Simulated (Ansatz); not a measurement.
Input file:

```yaml
crystal:
  periodic: [false, false, false]
  atoms:
    - {symbol: As, position_ang: [0.000000, 0.000000, 0.000000]}
    - {symbol: Li, position_ang: [0.000000, 0.000000, 2.673000]}
basis:
  gaussian: {orbitals: pcseg-2}
magnetization: {spin_polarized: true, initial_magnetization: 2}
hamiltonian: {xc: {name: r2SCAN}}
correlation: {method: ccsdt_q, electrons: outside_noble_gas, diis_vectors: 4}
```

```sh
$ ansatz run in.yaml --threads 1 --pin off --events-out ev --progress --plain --max-ram 2393MiB
```

Output:

```
729 factors; integrals over basis functions are off by at most 1.8e-7 eV
mean field evaluation 1: about -61044.4029 eV, gradient 9.4e0 eV
mean field evaluation 2: about -61044.4000 eV, gradient 9.4e0 eV
mean field evaluation 4: about -61045.3772 eV, gradient 2.4e0 eV
mean field evaluation 8: about -61045.3973 eV, gradient 1.4e-1 eV
mean field evaluation 16: about -61045.3977 eV, gradient 4.3e-4 eV
mean field evaluation 32: about -61044.6756 eV, gradient 6.4e-1 eV
mean field evaluation 64: about -61041.7657 eV, gradient 6.6e0 eV
mean field -61045.39767660 eV, -2243.3769865584 hartree, gradient 2.7e-6 eV, S^2 2.015976; 9 other end points of the search recorded, 0 dependent functions left out
15 core orbitals not correlated: weight in the atoms' cores, before any rotation towards them, 1.000 or more for the frozen orbitals, at most 0.000 for the correlated occupied ones
reference -60998.41036737 eV, -2241.6502347932 hartree; 4, 2 occupied and 39, 41 virtual orbitals, 729 factors
second order -2.66014061 eV of doubles, -0.08639608 eV of singles
cycle   1  -3.07357449 eV  change   -3.3e-1 eV  update   5.8e-2
cycle   2  -3.26950676 eV  change   -2.0e-1 eV  update   2.6e-2
cycle   3  -3.32966274 eV  change   -6.0e-2 eV  update   1.4e-2
...
cycle  15  -3.33123445 eV  change   -8.0e-6 eV  update   2.4e-5
cycle  16  -3.33123855 eV  change   -4.1e-6 eV  update   2.0e-5
cycle  17  -3.33124067 eV  change   -2.1e-6 eV  update   1.4e-5
cycle  18  -3.33124268 eV  change   -2.0e-6 eV  update   1.0e-5
cycle  19  -3.33124505 eV  change   -2.4e-6 eV  update   7.0e-6
cycle  20  -3.33124859 eV  change   -3.5e-6 eV  update   4.5e-6
cycle  21  -3.33124950 eV  change   -9.1e-7 eV  update   2.4e-6
cycle  22  -3.33125003 eV  change   -5.2e-7 eV  update   1.3e-6
cycle  23  -3.33125023 eV  change   -2.0e-7 eV  update   9.5e-7
cycle  24  -3.33125005 eV  change    1.8e-7 eV  update   4.6e-7
perturbative correction -0.00481791 eV, -0.0001770548 hartree
Total energy: -61001.74643533 eV, -2241.7728330294 hartree
```

Ran on 1 thread of Arm Neoverse V1, shared host: 32 s wall, 0.27 GiB peak host memory.
